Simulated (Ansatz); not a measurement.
**RPBE-D4/cc-pVDZ run of BH3O (SMILES BO)**

Aim: the adiabatic ionisation energy of BH3O at RPBE-D4/cc-pVDZ, from 2 runs. 

The results are computed with Ansatz 0.2.0.

2 further runs of the same task are left out: 1 that didn't finish, 1 set aside as unsound or not needed.

## (1) The molecule

BH3O has 5 atoms, charge 0, and is taken as a singlet. As SMILES, `BO`. The shape is that of a PBE0-D4/def2-TZVP optimisation. The run starts from this shape.

Bond lengths: B1–O2 1.348 Å, B1–H3 1.196 Å, B1–H4 1.202 Å, O2–H5 0.961 Å. Angles: B1–O2–H5 113.5°, O2–B1–H3 116.8°, O2–B1–H4 120.7°, H3–B1–H4 122.5°.

## (2) A structure relaxation at RPBE-D4/cc-pVDZ

The input, molecule.yaml:

```yaml
crystal:
  periodic: [false, false, false]
  atoms:
    - {symbol: B, position_ang: [-0.226600, -0.352800, 0.074700]}
    - {symbol: O, position_ang: [0.413500, 0.801800, 0.345900]}
    - {symbol: H, position_ang: [-0.820300, -0.865500, 0.977800]}
    - {symbol: H, position_ang: [-0.190600, -0.828900, -1.028100]}
    - {symbol: H, position_ang: [0.874000, 1.171800, -0.411700]}
basis:
  gaussian: {orbitals: cc-pVDZ}
hamiltonian: {xc: {name: RPBE}, dispersion: d4}
accuracy: high
relax: {f_tol: 0.001}
```

Run with:

```sh
$ ansatz run molecule.yaml --threads 1 --pin off --max-ram 2610MiB --events-out events.jsonl --progress --plain --runs-dir runs
```

The log of the run, cut to the lines that bear on the results:

```text
Warning: RAYON_NUM_THREADS=1 ignored (pool sized by the plan → 1); use --threads N
[...]
Functional definition: RPBE
  name "RPBE"
[...]
970 factors; integrals over basis functions are off by at most 1.7e-9 eV
[...]
mean field -2772.98558457 eV, -101.9053406360 hartree, gradient 6.8e-9 eV, S^2 0.000000; 0 other end points of the search recorded, 0 dependent functions left out
[...]
reference -2772.98558717 eV, -101.9053407313 hartree; 8, 8 occupied and 35, 35 virtual orbitals, 970 factors
relax step   1: F+E_penalty+E_count = -2773.14029146 eV  Δ(F+E_penalty+E_count) = +0.000e0 eV  max|allowed force component| = 9.557e-1 eV/Å  Δτ_max = 0.0000 Å  (25 SCF iters, accepted)
[...]
relax step   6: F+E_penalty+E_count = -2773.16777635 eV  Δ(F+E_penalty+E_count) = -5.619e-6 eV  max|allowed force component| = 1.624e-3 eV/Å  Δτ_max = 0.0005 Å  (24 SCF iters, accepted)
[...]
relax step   7: F+E_penalty+E_count = -2773.16777645 eV  Δ(F+E_penalty+E_count) = -1.008e-7 eV  max|allowed force component| = 4.402e-5 eV/Å  Δτ_max = 0.0001 Å  (23 SCF iters, accepted)
970 factors; integrals over basis functions are off by at most 1.7e-9 eV
[...]
mean field -2773.01355286 eV, -101.9063684516 hartree, gradient 5.4e-9 eV, S^2 0.000000; 1 other end points of the search recorded, 0 dependent functions left out
[...]
reference -2773.01355546 eV, -101.9063685471 hartree; 8, 8 occupied and 35, 35 virtual orbitals, 970 factors
Total energy: -2773.16777905 eV, -101.9120361595 hartree
Atom 0 at    -0.227602    -0.357237     0.069135 Å, force    -0.000040    -0.000044     0.000008 eV/Å
Atom 1 at     0.416456     0.814704     0.362595 Å, force     0.000019     0.000014    -0.000012 eV/Å
Atom 2 at    -0.827248    -0.867580     0.996402 Å, force     0.000025     0.000031    -0.000012 eV/Å
Atom 3 at    -0.190925    -0.840993    -1.052037 Å, force     0.000004    -0.000005    -0.000010 eV/Å
Atom 4 at     0.879318     1.177505    -0.417494 Å, force    -0.000008     0.000004     0.000026 eV/Å
Dipole moment:     0.175174     0.158515    -0.251389 e Å
```

Wall time 22 s (1 thread of AMD EPYC 7R43 (Zen 3), shared host).

Steps, from the record of the run:

```
step  energy from the first frame kept (eV)  largest force (eV/Å)
   1                                 0.0000                1.0787
   2                                -0.0236                0.4490
   3                                -0.0272                0.0757
   4                                -0.0274                0.0538
   5                                -0.0275                0.0123
   6                                -0.0275                0.0024
   7                                -0.0275                0.0001
```

After the run. Bond lengths: B1–O2 1.369 Å, B1–H3 1.216 Å, B1–H4 1.222 Å, O2–H5 0.977 Å. Angles: B1–O2–H5 111.7°, O2–B1–H3 115.3°, O2–B1–H4 121.4°, H3–B1–H4 123.2°.

## (3) The doublet cation, same level

molecule.yaml, as its differences from that of step 2:

```diff
@@ -10,2 +10,4 @@
   gaussian: {orbitals: cc-pVDZ}
+total_charge: 1
+magnetization: {spin_polarized: true, initial_magnetization: 1}
 hamiltonian: {xc: {name: RPBE}, dispersion: d4}
```

Run with:

```sh
$ ansatz run molecule.yaml --threads 1 --pin off --max-ram 2610MiB --events-out events.jsonl --progress --plain --runs-dir runs
```

The log of the run, cut to the lines that bear on the results:

```text
Warning: RAYON_NUM_THREADS=1 ignored (pool sized by the plan → 1); use --threads N
[...]
[... 2 set-up lines as earlier in the session ...]
[...]
970 factors; integrals over basis functions are off by at most 1.7e-9 eV
[...]
mean field -2761.65904269 eV, -101.4890978992 hartree, gradient 1.6e-8 eV, S^2 0.753173; 1 other end points of the search recorded, 0 dependent functions left out
[...]
reference -2761.65904534 eV, -101.4890979964 hartree; 8, 7 occupied and 35, 36 virtual orbitals, 970 factors
relax step   1: F+E_penalty+E_count = -2761.76576790 eV  Δ(F+E_penalty+E_count) = +0.000e0 eV  max|allowed force component| = 3.746e0 eV/Å  Δτ_max = 0.0000 Å  (48 SCF iters, accepted)
[...]
relax step   3: F+E_penalty+E_count = -2762.34211963 eV  Δ(F+E_penalty+E_count) = -2.063e-1 eV  max|allowed force component| = 7.856e-1 eV/Å  Δτ_max = 0.1634 Å  (38 SCF iters, accepted)
[...]
972 factors; integrals over basis functions are off by at most 3.4e-9 eV
[...]
mean field -2762.27940571 eV, -101.5118958195 hartree, gradient 1.3e-8 eV, S^2 0.753576; 1 other end points of the search recorded, 0 dependent functions left out
[...]
reference -2762.27940847 eV, -101.5118959211 hartree; 8, 7 occupied and 35, 36 virtual orbitals, 972 factors
Total energy: -2762.38475947 eV, -101.5157674990 hartree
Atom 0 at    -0.189781    -0.291372     0.080217 Å, force    -0.000010    -0.000079    -0.000499 eV/Å
Atom 1 at     0.457375     0.805003     0.206701 Å, force     0.000560     0.000501    -0.000206 eV/Å
Atom 2 at    -0.865406    -0.971603     0.909384 Å, force    -0.000254    -0.000253     0.000262 eV/Å
Atom 3 at    -0.362184    -1.061113    -0.943186 Å, force     0.000045     0.000097     0.000205 eV/Å
Atom 4 at     1.009996     1.445485    -0.294516 Å, force    -0.000341    -0.000266     0.000239 eV/Å
Dipole moment:    -0.060636    -0.219646    -0.252790 e Å
```

Wall time 41 s (1 thread of AMD EPYC 7R43 (Zen 3), shared host).

Steps, from the record of the run:

```
step  energy from the first frame kept (eV)  largest force (eV/Å)
   1                                 0.0000                4.6457
   2                                -0.3700                2.5607
   3                                -0.5764                1.1843
   4                                -0.6036                0.8238
   5                                -0.6134                0.1825
   6                                -0.6184                0.1159
   7                                -0.6190                0.0155
   8                                -0.6190                0.0022
   9                                -0.6190                0.0008
```

After the run. Bond lengths: B1–O2 1.279 Å, B1–H3 1.268 Å, B1–H4 1.292 Å, O2–H5 0.983 Å. Angles: B1–O2–H5 142.4°, O2–B1–H3 131.7°, O2–B1–H4 131.0°, H3–B1–H4 97.3°.

## (4) Outcome

Level: RPBE-D4/cc-pVDZ.

| quantity | value |
| --- | --- |
| singlet BH3O: total energy at the end | -101.91204 Eh |
| singlet BH3O: dipole moment | 1.66 D |
| singlet BH3O: dispersion energy | -14.88 kJ/mol |
| doublet cation: total energy at the end | -101.51577 Eh |
| doublet cation: dispersion energy | -10.16 kJ/mol |
| doublet cation: ⟨S²⟩ | 0.754 |
| adiabatic ionisation energy (to the doublet cation, no zero-point term) | 10.783 eV |

The adiabatic ionisation energy (to the doublet cation, no zero-point term) is 10.78 eV (1040 kJ/mol). The optimisation (singlet BH3O) took 6 steps and changed the energy by -0.027 eV. Mulliken charges (singlet BH3O) run from -0.08 on H4 to +0.15 on H5; they depend strongly on the basis. The optimisation (doublet cation) took 8 steps and changed the energy by -0.619 eV. Mulliken charges (doublet cation) run from +0.09 on B1 to +0.25 on H5.
